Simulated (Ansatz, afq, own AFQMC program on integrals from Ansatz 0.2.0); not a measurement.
# BH4, doublet in 6-31G, levels against full CI

```xyz
5

B     0.0000    0.0000    0.0000
H     0.8215    1.6096    1.6059
H    -0.8406   -1.6000    1.6055
H    -0.8178    1.6019   -1.6154
H     0.8369   -1.6114   -1.5960
```

Basis 6-31G. Only valence electrons are correlated. AFQMC by an in-house program on the Cholesky factors that Ansatz 0.2.0 writes for its CCSD(T) run. ph-AFQMC/CISD is guided by a CISD state made of CCSD amplitudes; releasing the constraint for a short imaginary time cuts its bias at the price of noise, slowly where states lie close. Uncertainties: one standard error, sampling alone.

Determinant: ROHF, the one that the program's search chose, which needn't be the lowest solution. The geometry is a point of a scan.

Full CI on the same integrals is exact in this basis and with this determinant's frozen core.

Cautions: a spin-contaminated unrestricted determinant lies lower (UHF 5.45 eV lower, ⟨S²⟩ 2.53); the search met a lower determinant of the same kind, perhaps of another symmetry (981 meV lower), and this one is a saddle point; strong correlation (T1 0.192, weight of the determinant 0.47, largest double 0.27); (T) is large, 8 % of the CCSD correlation; (Q) is large, 115 meV, so the cluster series hasn't closed; CCSD(T) is in doubt: in a space of 7 electrons in 8 natural orbitals full CI lies 214 meV below it; the CCSDT(Q) amplitudes may be one of several solutions (largest double 0.38); the CCSDTQ amplitudes may be one of several solutions (largest double 0.47); the released energies are still falling, so no released level is given (meV from the phaseless value at times in 1/Eh: -40 ± 9 at 0.24, -82 ± 9 at 0.51, -134 ± 8 at 0.99, -199 ± 10 at 1.62, -254 ± 13 at 2.40); the ph-AFQMC/CISD walk drifts between its halves (2.5 errors); trial from another cluster root.

The T1 diagnostic is 0.1924, the weight of the determinant in the CISD state is 0.472 and the size of the correlated space is 7 electrons in 16 orbitals.

Reference: full CI, correlation energy -7.564 eV. The cautions show a poor starting determinant, so the rows tell how each method copes with it here, and full CI is the sure value.

```
        level  E − E(reference) (kJ/mol)  share of correlation (%)
           HF                      729.9                      0.00
          MP2                      337.6                     53.74
         CCSD                       70.2                     90.39
      CCSD(T)                       18.1                     97.51
        CCSDT                        7.7                     98.94
     CCSDT(Q)                       -3.4                    100.47
       CCSDTQ                       -0.5                    100.07
  ph-AFQMC/HF                204.9 ± 3.9                     71.93
ph-AFQMC/CISD                 53.6 ± 0.8                     92.65
```

CCSDT and higher add their correlation energy to the determinant of the CCSD(T) run, since their own runs factorise the integrals more tightly (a shift of under 2 meV).
